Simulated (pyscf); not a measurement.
Structures and frequencies: ωB97X-D3(BJ)/def2-SVP in PySCF.

For the elementary gas-phase step disilane (H₃Si–SiH₃) + silyl (SiH₃•) → H₃Si–SiH₂–SiH₃ + H atom (H•) (doublet surface; H–Si broken, Si–Si formed), what barrier and reaction energy does ωB97M-D3(BJ)/def2-TZVP give, measured from the separated reactants?

ΔE‡ = 0.76 eV, ΔE = +0.69 eV. Zero-point energy shifts the barrier by -0.06 eV. It is a substitution at Si, with an imaginary mode of 479i cm⁻¹. This saddle turned up in a search for another step; its sides and bond changes are read from the two ends of the descent. The same reactants have a lower exit, to •H₂Si–SiH₃ + SiH₄ (barrier +0.30 eV at ωB97M-D3(BJ)/def2-TZVP, against +0.76 eV here). This is the saddle that the search found; another between the same sides may lie lower. The angle at the attacked Si is 167°.
